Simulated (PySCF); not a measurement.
# A diatomic session: AlCl

The task here is to estimate one member of a computed series from the others.

Computed with PySCF 2.14.0. Level: Al 6-311G(d,p), Cl 6-311G(d,p), no relativity.

The first run:

A driver script around PySCF takes these settings:

```
atoms                         : Al, Cl
charge                        : 0
basis                         : Al 6-311G(d,p), Cl 6-311G(d,p)
Hamiltonian                   : no relativity
basis functions               : 52
electrons treated             : 30
masses in u                   : 26.9815, 34.9689
levels                        : PBE0, PBE, r²SCAN, PW91, M06, PBEsol, ωB97X, HF, MP2, SCS-MP2, CCSD, CCSD(T)
grid                          : 80 radial by 434 angular points
occupations                   : held fixed by the projection of orbital angular momentum
dissociation limit            : Al + Cl, each in its ground configuration
starting distance in angstrom : 2.165
values of 2S to try           : 0, 2
```

Command:

```
> OMP_NUM_THREADS=1 python dia.py task.json out
```

Steps of the session up to this table: The job; The PBE0 curve of the state that the search chose; Other states along the same grid; PBE; r²SCAN (meta-GGA); PW91; M06; PBEsol (GGA); ωB97X (range-separated hybrid); RHF (mean field); Correlated methods on the Hartree–Fock reference.

One of the session's tables, all rows but one given; the rest of the session is left out.

Energy (eV) from each level's lowest point:

```
R (Å)    RHF  RHF-MP2  RHF-SCS-MP2  RHF-CCSD  RHF-CCSD(T)
1.860  0.888    0.803        0.823       n/a          n/a
1.947  0.384    0.324        0.339     0.329        0.332
2.033  0.115    0.080        0.089     0.082        0.084
2.098  0.023    0.006        0.010     0.007        0.008
2.163  0.000    0.000        0.000     0.000        0.000
2.228  0.028    0.045        0.041     0.044        0.043
2.314      ?        ?            ?         ?            ?
2.423  0.301    0.363        0.347     0.363        0.360
2.552  0.563    0.652        0.629     0.651        0.647
2.725  0.939    1.061        1.029       n/a          n/a
```

Estimate the missing values for R (Å) = 2.314.

Worked estimate for «RHF». A straight line through the neighbours (2.228, 0.028) and (2.423, 0.301) gives 0.028 + (0.301 − 0.028) × (2.314 − 2.228) / (2.423 − 2.228) = 0.148; a parabola fitted to 4 rows on both sides gives 0.129.

As computed: RHF: 0.123; RHF-MP2: 0.160; RHF-SCS-MP2: 0.151; RHF-CCSD: 0.160; RHF-CCSD(T): 0.158. In «RHF» the line misses by +0.025 and the parabola by +0.006.

To keep in mind: Lowest PBE0 solution found, without spin–orbit coupling: ¹Σ⁺ (singlet), closed shell. Warnings in the runs' records: inverted.
